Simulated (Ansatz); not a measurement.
# BH3NO radical (SMILES NB[O]): functionals against CCSD(T) at one geometry

The atoms stand at a structure displaced at random from a GFN2-xTB minimum. How far do the functionals agree with CCSD(T) there?

Computed with Ansatz 0.2.0, Gaussian basis. Level: single points in def2-TZVPP.

Cores are frozen in the correlated methods. Orbitals are unrestricted.

## (1) Starting geometry

SMILES `NB[O]`, 6 atoms, charge 0, spin multiplicity 2.

Atoms are counted from 1 here; the program's logs count them from 0.

Bond lengths: N1–B2 1.451 Å, N1–H4 1.040 Å, N1–H5 0.972 Å, B2–O3 1.184 Å, B2–H6 1.406 Å. Angles: B2–N1–H4 132.5°, B2–N1–H5 123.2°, H4–N1–H5 98.5°, N1–B2–O3 143.9°, N1–B2–H6 104.3°, O3–B2–H6 110.4°.

Geometry (Å):

```xyz
6
BH3NO
N    -0.3633    0.2509   -0.5657
B     0.3190   -0.0073    0.6888
O     0.6416    0.4770    1.7201
H    -0.5339   -0.3365   -1.4068
H    -1.1345    0.8374   -0.6412
H     1.0427   -1.1892    0.4546
```

## (2) CCSD(T)/def2-TZVPP

run/in.yaml

```yaml
crystal:
  periodic: [false, false, false]
  atoms:
    - {symbol: N, position_ang: [-0.363300, 0.250900, -0.565700]}
    - {symbol: B, position_ang: [0.319000, -0.007300, 0.688800]}
    - {symbol: O, position_ang: [0.641600, 0.477000, 1.720100]}
    - {symbol: H, position_ang: [-0.533900, -0.336500, -1.406800]}
    - {symbol: H, position_ang: [-1.134500, 0.837400, -0.641200]}
    - {symbol: H, position_ang: [1.042700, -1.189200, 0.454600]}
basis:
  gaussian: {orbitals: def2-TZVPP}
magnetization: {spin_polarized: true, initial_magnetization: 1}
correlation: {method: ccsd_t}
scf: {omitted_lower_state_checks: [cluster_reference]}
output: {forces: true}
```

The command line of these runs was not kept.

## (3) PBE0-D4/def2-TZVPP

Edit run/in.yaml of step 2 so:

```diff
@@ -12,4 +12,3 @@
 magnetization: {spin_polarized: true, initial_magnetization: 1}
-correlation: {method: ccsd_t}
-scf: {omitted_lower_state_checks: [cluster_reference]}
-output: {forces: true}
+hamiltonian: {xc: pbe0, dispersion: d4}
+output: {forces: true, orbitals: {seedname: orbitals}}
```

## (4) wB97M-V/def2-TZVPP

Edit run/in.yaml of step 3 so:

```diff
@@ -12,3 +12,3 @@
 magnetization: {spin_polarized: true, initial_magnetization: 1}
-hamiltonian: {xc: pbe0, dispersion: d4}
-output: {forces: true, orbitals: {seedname: orbitals}}
+hamiltonian: {xc: {name: wB97M-V}}
+output: {forces: true}
```

## (5) r2SCAN-D4/def2-TZVPP

Edit run/in.yaml of step 4 so:

```diff
@@ -12,3 +12,3 @@
 magnetization: {spin_polarized: true, initial_magnetization: 1}
-hamiltonian: {xc: {name: wB97M-V}}
+hamiltonian: {xc: r2scan, dispersion: d4}
 output: {forces: true}
```

## (6) PBE-D4/def2-TZVPP

Edit run/in.yaml of step 5 so:

```diff
@@ -12,3 +12,3 @@
 magnetization: {spin_polarized: true, initial_magnetization: 1}
-hamiltonian: {xc: r2scan, dispersion: d4}
+hamiltonian: {xc: pbe, dispersion: d4}
 output: {forces: true}
```

## (7) CAM-B3LYP-D4/def2-TZVPP

Edit run/in.yaml of step 6 so:

```diff
@@ -12,3 +12,3 @@
 magnetization: {spin_polarized: true, initial_magnetization: 1}
-hamiltonian: {xc: pbe, dispersion: d4}
+hamiltonian: {xc: {name: CAM-B3LYP}, dispersion: d4}
 output: {forces: true}
```

## (8) BLYP-D4/def2-TZVPP

Edit run/in.yaml of step 7 so:

```diff
@@ -12,3 +12,3 @@
 magnetization: {spin_polarized: true, initial_magnetization: 1}
-hamiltonian: {xc: {name: CAM-B3LYP}, dispersion: d4}
+hamiltonian: {xc: {name: BLYP}, dispersion: d4}
 output: {forces: true}
```

(Steps that only read results are left out.)

Before running it: what results should come out? Wanted: energy less free atoms, CCSD(T)/def2-TZVPP; RMS force component; RMS force error; HOMO and LUMO, PBE0-D4; T1 diagnostic.

As calculated:

```
                                  quantity                                                                                                value
energy less free atoms, CCSD(T)/def2-TZVPP                                                                                      -484.4 kcal/mol
                       RMS force component                                                                 2.744 to 2.957 eV/Å over the methods
                           RMS force error  PBE0-D4 0.163, wB97M-V 0.162, r2SCAN-D4 0.162, PBE-D4 0.202, CAM-B3LYP-D4 0.254, BLYP-D4 0.211 eV/Å
                    HOMO and LUMO, PBE0-D4                                                                                   -8.08 and -4.32 eV
                             T1 diagnostic                                                                                                0.038
```

In words: Against CCSD(T) the functionals' energies less atoms differ by -44.6 to -24.6 kcal/mol, PBE-D4 by -44.6 kcal/mol. A larger basis would deepen the CCSD(T) value, while the functionals are nearly converged already, so the order here is not reliable. The forces of r2SCAN-D4 come nearest to CCSD(T), those of CAM-B3LYP-D4 are farthest. Frozen-core CCSD(T) forces in triple zeta carry basis errors of their own, and this is one geometry, so small gaps rank nothing.
